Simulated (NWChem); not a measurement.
**C3H3F3 (SMILES FCC=C(F)F): levels of theory compared**

Aim: a comparison of 4 runs (HF/def2-SVP, PBE0/def2-SVP, PBE0/6-311G**, CCSD(T)/STO-3G) of C3H3F3. 

The calculation is run with NWChem 7.3.0.

## (1) The structure to begin with

C3H3F3: 9 atoms, total charge 0, spin state singlet. SMILES: `FCC=C(F)F`. The coordinates come from a PBE0-D4/def2-TZVP relaxation. This is a higher conformer, about 10 kJ/mol above the lowest found by a separate search.

Bond lengths: F1–C2 1.373 Å, C2–C3 1.488 Å, C3–C4 1.318 Å, C4–F5 1.308 Å, C4–F6 1.318 Å, C2–H7 1.096 Å, C2–H8 1.097 Å, C3–H9 1.083 Å. Some angles: F1–C2–C3 112.8°, C2–C3–C4 127.6°, C3–C4–F5 127.2°, C3–C4–F6 123.1°, F5–C4–F6 109.7°, F1–C2–H7 107.9°, F1–C2–H8 107.9°, C3–C2–H7 110.0°, C3–C2–H8 110.2°, C2–C3–H9 116.6°.

## (2) Energy and gradient at HF/def2-SVP (run 1)

File struct.xyz:

```xyz
9
C3H3F3 gradient
F     -1.029400    -1.196100    -0.990200
C     -0.829100    -0.794000     0.307500
C      0.205000     0.269200     0.429700
C      0.870800     0.859000    -0.543000
F      0.761800     0.632200    -1.826200
F      1.774000     1.795200    -0.333300
H     -0.532900    -1.673700     0.891100
H     -1.788300    -0.436600     0.700800
H      0.442100     0.602300     1.432600
```

File struct.nw:

```
start struct
title "C3H3F3 gradient"
memory total 2200 mb

geometry noautosym nocenter noautoz
  load format xyz struct.xyz
end

basis spherical bse
  * library def2-SVP
end

scf
  thresh 1e-08
  maxiter 80
  noprint "final vectors analysis"
end

task scf gradient
```

Command:

```sh
$ nwchem struct.nw > struct.out
```

The log of the run:

```text
[...]
  functions       =    99
[...]
  wavefunction    = RHF
[...]
         Total SCF energy =   -413.295670815166
      One-electron energy =  -1050.554185751274
      Two-electron energy =    396.565250674096
 Nuclear repulsion energy =    240.693264262011
        Time for solution =     12.5s
[...]
                         RHF ENERGY GRADIENTS
    atom               coordinates                        gradient
                 x          y          z           x          y          z
   1 F      -1.945284  -2.260301  -1.871207   -0.003357  -0.005669  -0.014700
   2 C      -1.566772  -1.500442   0.581091    0.009662   0.011188   0.008869
   3 C       0.387394   0.508714   0.812015   -0.009622  -0.008784   0.009057
   4 C       1.645573   1.623275  -1.026121   -0.005801  -0.005223   0.006482
   5 F       1.439593   1.194685  -3.451018   -0.002330  -0.004150  -0.019430
   6 F       3.352374   3.392436  -0.629846    0.014096   0.014639   0.004001
   7 H      -1.007035  -3.162834   1.683935    0.000961  -0.003315   0.002661
   8 H      -3.379397  -0.825054   1.324320   -0.003642   0.001238   0.001926
   9 H       0.835448   1.138182   2.707221    0.000032   0.000075   0.001135
[...]
```

Wall time 16 s (1 thread of Intel Xeon Platinum 8488C (Sapphire Rapids), shared host); peak memory 0.1 GiB.

## (3) Energy and gradient at PBE0/def2-SVP (run 2)

File work.nw:

```
start work
memory stack 880 mb heap 220 mb global 1100 mb
charge 0

geometry units angstroms noautosym nocenter noautoz
   F       -1.029400      -1.196100      -0.990200
   C       -0.829100      -0.794000       0.307500
   C        0.205000       0.269200       0.429700
   C        0.870800       0.859000      -0.543000
   F        0.761800       0.632200      -1.826200
   F        1.774000       1.795200      -0.333300
   H       -0.532900      -1.673700       0.891100
   H       -1.788300      -0.436600       0.700800
   H        0.442100       0.602300       1.432600
end

basis spherical bse
   * library def2-SVP
end

dft
   xc pbe0
   grid fine
   convergence energy 1e-08
   iterations 100
   mulliken
end

task dft gradient
```

Command:

```sh
$ nwchem work.nw > work.out
```

The log of the run:

```text
[...]
          Wavefunction type:  closed shell.
          No. of atoms     :     9
          No. of electrons :    48
[...]
          Charge           :     0
          Spin multiplicity:     1
[...]
          AO basis - number of functions:    99
[...]
              XC Information
              --------------
                         PBE0 Method XC Functional
                     Hartree-Fock (Exact) Exchange  0.250
          PerdewBurkeErnzerhof Exchange Functional  0.750
            Perdew 1991 LDA Correlation Functional  1.000 local
           PerdewBurkeErnz. Correlation Functional  1.000 non-local
[...]
 d= 0,ls=0.0,diis     1   -414.7360192644 -6.55D+02  1.66D-02  1.22D+00     1.9
[...]
 d= 0,ls=0.0,diis    10   -414.8736550967 -1.52D-09  4.18D-07  2.00D-09    15.8
         Total DFT energy =     -414.873655096745
      One electron energy =    -1051.101249392015
           Coulomb energy =      443.882631143458
    Exchange-Corr. energy =      -48.348301110198
 Nuclear repulsion energy =      240.693264262011
[...]
      Total Density - Mulliken Population Analysis
     ---------------------------------------------
    Atom       Charge   Shell Charges
 -----------   ------   -------------------------------------------------------
    1 F    9     9.27   1.99  1.13  0.80  3.34  2.00  0.01
    2 C    6     5.68   1.99  0.92  0.07  2.03  0.60  0.07
    3 C    6     6.32   1.99  0.89  0.28  2.14  0.99  0.03
    4 C    6     5.59   1.99  0.91  0.06  1.96  0.54  0.14
    5 F    9     9.15   1.99  1.14  0.76  3.35  1.90  0.01
    6 F    9     9.17   1.99  1.14  0.77  3.35  1.92  0.01
    7 H    1     0.95   0.75  0.18  0.02
    8 H    1     0.95   0.75  0.17  0.02
    9 H    1     0.93   0.73  0.17  0.02
[...]
  wavefunction    = closed shell
[...]
```

Run time: 20 s. Hardware: 1 thread of Intel Xeon Platinum 8488C (Sapphire Rapids), shared host; peak memory 0.12 GiB.

## (4) Energy and gradient at PBE0/6-311G(d,p) (run 3)

File c3h3f3.xyz:

```xyz
9
C3H3F3 PBE0
F     -1.029400    -1.196100    -0.990200
C     -0.829100    -0.794000     0.307500
C      0.205000     0.269200     0.429700
C      0.870800     0.859000    -0.543000
F      0.761800     0.632200    -1.826200
F      1.774000     1.795200    -0.333300
H     -0.532900    -1.673700     0.891100
H     -1.788300    -0.436600     0.700800
H      0.442100     0.602300     1.432600
```

File c3h3f3.nw:

```
start c3h3f3
title "C3H3F3 PBE0"
memory 2200 mb
charge 0

geometry units angstroms noautosym nocenter noautoz
  load c3h3f3.xyz
end

basis spherical bse
  * library 6-311G**
end

dft
  xc pbe0
  grid fine
  convergence energy 1e-08
  maxiter 100
  mulliken
end

task dft gradient
```

Command:

```sh
$ nwchem c3h3f3.nw > c3h3f3.out
```

The log of the run:

```text
[...]
          Wavefunction type:  closed shell.
          No. of atoms     :     9
          No. of electrons :    48
[...]
          Charge           :     0
          Spin multiplicity:     1
[...]
          AO basis - number of functions:   126
[...]
              XC Information
              --------------
                         PBE0 Method XC Functional
                     Hartree-Fock (Exact) Exchange  0.250
          PerdewBurkeErnzerhof Exchange Functional  0.750
            Perdew 1991 LDA Correlation Functional  1.000 local
           PerdewBurkeErnz. Correlation Functional  1.000 non-local
[...]
 d= 0,ls=0.0,diis     1   -415.1558651869 -6.56D+02  9.58D-03  1.55D+00     3.2
[...]
 d= 0,ls=0.0,diis    10   -415.3008861728 -5.06D-09  2.80D-07  3.89D-09    26.2
         Total DFT energy =     -415.300886172830
      One electron energy =    -1051.811084441180
           Coulomb energy =      444.251630689881
    Exchange-Corr. energy =      -48.434696683543
 Nuclear repulsion energy =      240.693264262011
[...]
  wavefunction    = closed shell
[...]
```

Run time: 34 s. Hardware: 1 thread of Intel Xeon Platinum 8488C (Sapphire Rapids), shared host; peak memory 0.12 GiB.

## (5) The energy at CCSD(T)/STO-3G (run 4)

File mymol.nw:

```
start mymol
title "C3H3F3 ccsd(t)"
memory total 2200 mb
charge 0
geometry units angstrom noautosym nocenter noautoz
F       -1.029400      -1.196100      -0.990200
C       -0.829100      -0.794000       0.307500
C        0.205000       0.269200       0.429700
C        0.870800       0.859000      -0.543000
F        0.761800       0.632200      -1.826200
F        1.774000       1.795200      -0.333300
H       -0.532900      -1.673700       0.891100
H       -1.788300      -0.436600       0.700800
H        0.442100       0.602300       1.432600
end
basis spherical bse
* library STO-3G
end
scf
thresh 1e-08
maxiter 80
end
ccsd
freeze core 6
maxiter 60
end
task ccsd(t) energy
```

Command:

```sh
$ nwchem mymol.nw > mymol.out
```

The log of the run:

```text
[...]
  functions       =    33
[...]
  wavefunction    = RHF
[...]
         Total SCF energy =   -408.024150433567
      One-electron energy =  -1047.768239117861
      Two-electron energy =    399.050824422284
 Nuclear repulsion energy =    240.693264262011
        Time for solution =      1.8s
[...]
 Total MP2 energy:           -408.233558064380247
[...]
             energy      energy      error      ampl     ampl      Block
                                                time     time      time
[...]
 Total CCSD energy:           -408.287875368523203
[...]
 Total CCSD+T(CCSD) energy:           -408.294740045423168
[...]
 Total CCSD(T) energy:                -408.294082757821855
[...]
```

Run time: 9 s. Hardware: 1 thread of Intel Xeon Platinum 8488C (Sapphire Rapids), shared host; peak memory 0.12 GiB.

## (6) Overview of the runs

```csv
run,level,iteration cap,module,energy (Eh),dipole moment (D),largest force (eV/Å),wall time
1,HF/def2-SVP,80,scf,-413.295671,2.92,1.065,16 s
2,PBE0/def2-SVP,100,dft,-414.873655,2.36,0.780,20 s
3,PBE0/6-311G**,100,dft,-415.300886,2.41,0.124,34 s
4,CCSD(T)/STO-3G,80,ccsd(t),-408.294083,–,–,9 s
```

## (7) Outcome

```
                                          quantity          value
                               run 4: total energy  -408.29408 Eh
        run 4: HOMO energy (Hartree–Fock orbitals)       -7.91 eV
        run 4: LUMO energy (Hartree–Fock orbitals)        8.41 eV
      run 4: HOMO–LUMO gap (Hartree–Fock orbitals)       16.32 eV
run 4: correlation energy (6 core orbitals frozen)     -269.9 mEh
                             run 4: (T) correction      -6.21 mEh
```

In words: Over runs 1, 2, 3 the dipole moment (its size) runs from 2.36 D (PBE0/def2-SVP) to 2.92 D (HF/def2-SVP). In run 4 the basis is minimal, so the values are rough. All runs together took 79 s, the longest 34 s.
